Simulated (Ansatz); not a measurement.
Input file for Ansatz (a program for electronic structure): U-MP2/aug-cc-pV(T+d)Z on SiH2 (SMILES [SiH2], charge +1), 2S+1 = 2, atoms moved off the minimum. Charge +1. Files ending in .json are basis or fitting sets from the Basis Set Exchange.

Ansatz 0.2 input:
```yaml
crystal:
  periodic: [false, false, false]
  atoms:
    - {symbol: Si, position_ang: [-0.03415461, 0.08833787, 0.01697394]}
    - {symbol: H, position_ang: [-1.27652618, -0.65386154, -0.06490737]}
    - {symbol: H, position_ang: [1.30023707, -0.61178209, -0.04219097]}
basis:
  gaussian:
    orbitals: aug-cc-pV_T+d_Z.json
total_charge: 1
magnetization: {spin_polarized: true, initial_magnetization: 1}
correlation: {method: mp2, electrons: outside_noble_gas}
scf: {omitted_lower_state_checks: [cluster_reference]}
output: {forces: true}
```

Output:

```
WARN ansatz: RAYON_NUM_THREADS=1 ignored (pool sized by the plan → 1); use --threads N
Functional definition: HF
these checks for a lower state are left out or cut short: cluster_reference
integrals: 0.05 GiB planned
581 factors; integrals over basis functions are off by at most 1.4e-3 eV
mean field: 0.18 GiB planned
mean field evaluation 1: about -7883.6841 eV, gradient 7.2e0 eV
mean field evaluation 2: about -7883.6841 eV, gradient 7.2e0 eV
mean field evaluation 4: about -7884.2718 eV, gradient 7.5e-1 eV
mean field evaluation 8: about -7884.2836 eV, gradient 1.7e-3 eV
mean field -7884.28360912 eV, -289.7420784756 hartree, gradient 1.9e-6 eV, S^2 0.756124; 0 other end points of the search recorded, 0 dependent functions left out
5 core orbitals not correlated
reference -7884.28360912 eV, -289.7420784756 hartree; 3, 2 occupied and 93, 94 virtual orbitals, 581 factors
densities: 0.20 GiB planned
second order -2.07831310 eV of doubles, -0.00000000 eV of singles
the calculation of the forces begins
Total energy: -7886.36192221 eV, -289.8184550732 hartree
Atom 0 at    -0.034155     0.088338     0.016974 Å, force     0.954072     0.050099     0.011802 eV/Å
Atom 1 at    -1.276526    -0.653862    -0.064907 Å, force    -0.388521    -0.291515    -0.031444 eV/Å
Atom 2 at     1.300237    -0.611782    -0.042191 Å, force    -0.565551     0.241416     0.019641 eV/Å
Dipole moment:    -0.000597     0.005020     0.000489 e Å
Checks for a lower state left out: cluster_reference
```

The calculation finished and met its thresholds.

Cost: around 1.0 core-seconds (rough).
